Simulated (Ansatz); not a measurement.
**CH₃O radical: small, medium and large basis sets**

How large a basis does CH₃O radical need? Two functionals and correlated methods are run in growing sets.

Program: Ansatz 0.2.0, Gaussian basis. Level of theory: one geometry, several basis sets. These are calculated values, not measurements.

Levels to be run: PBE0-D4/def2-SVP; ωB97M-V/def2-SVP; PBE0-D4/def2-QZVPP; ωB97M-V/def2-QZVPP; CCSD(T)/cc-pV(D+d)Z; CCSD(T)/cc-pV(T+d)Z; CCSD(T)/cc-pV(Q+d)Z; the functionals' def2-TZVPP values are taken from earlier runs.

## Step 1: The geometry

The geometry comes from an earlier relaxation with PBE0-D4 in a triple-zeta def2 set; it is a stationary point.

SMILES `[CH2]O`, 5 atoms, charge 0, spin multiplicity 2.

Atoms are counted from 1 here; the program's logs count them from 0.

Bond lengths: C1–O2 1.357 Å, C1–H3 1.080 Å, C1–H4 1.084 Å, O2–H5 0.960 Å. Angles: O2–C1–H3 113.9°, O2–C1–H4 119.2°, H3–C1–H4 121.2°, C1–O2–H5 109.6°.

## Step 2: PBE0-D4 in def2-SVP

File in.yaml:

```yaml
crystal:
  periodic: [false, false, false]
  atoms:
    - {symbol: C, position_ang: [-0.327167, -0.313571, 0.020219]}
    - {symbol: O, position_ang: [0.269399, 0.900722, 0.120187]}
    - {symbol: H, position_ang: [-1.375226, -0.266482, -0.236206]}
    - {symbol: H, position_ang: [0.274325, -1.179621, -0.229957]}
    - {symbol: H, position_ang: [1.208470, 0.785253, 0.284355]}
basis:
  gaussian: {orbitals: def2-SVP}
magnetization: {spin_polarized: true, initial_magnetization: 1}
hamiltonian: {xc: pbe0, dispersion: d4}
output: {orbitals: {seedname: orbitals}}
```

Command:

```bash
ansatz run in.yaml --threads 2 --pin off --events-out ev --progress --plain --max-ram 32768MiB --backend cpu
```

The runs that follow: ωB97M-V in def2-SVP; PBE0-D4 in def2-QZVPP; ωB97M-V in def2-QZVPP; CCSD(T) in cc-pV(D+d)Z; CCSD(T) in cc-pV(T+d)Z; CCSD(T) in cc-pV(Q+d)Z.

Q: Predict the results of all the runs planned. Wanted: MP2 correlation recovered, cc-pV(D+d)Z; MP2 correlation recovered, cc-pV(T+d)Z; MP2 correlation recovered, cc-pV(Q+d)Z; CCSD(T) limit from def2 sets; PBE0-D4: double and triple zeta above quadruple; ωB97M-V: double and triple zeta above quadruple.

**Answer**, as computed:

| quantity | value |
| --- | --- |
| MP2 correlation recovered, cc-pV(D+d)Z | 69.7 % |
| MP2 correlation recovered, cc-pV(T+d)Z | 88.6 % |
| MP2 correlation recovered, cc-pV(Q+d)Z | 95.3 % |
| CCSD(T) limit from def2 sets (earlier runs) less the limit of this series | -7 meV |
| PBE0-D4: double and triple zeta above quadruple | 3.99, 0.19 eV |
| ωB97M-V: double and triple zeta above quadruple | 4.13, 0.19 eV |

PBE0-D4 gains 3.80 eV from double to triple zeta, then 0.19 eV more. Correlation climbs from 70 % (cc-pV(D+d)Z) to 95 % (cc-pV(Q+d)Z) of the limit; Hartree-Fock is 0.077 eV from its own by then. A limit from the def2 sets, made apart, differs by 7 meV, a least measure of the doubt on such a limit. Total energies overstate the basis error of differences, where much of it tends to cancel. The LUMO of ωB97M-V is positive and keeps falling with the basis (1.98 to 1.20 eV): an unbound level that the basis holds in place.
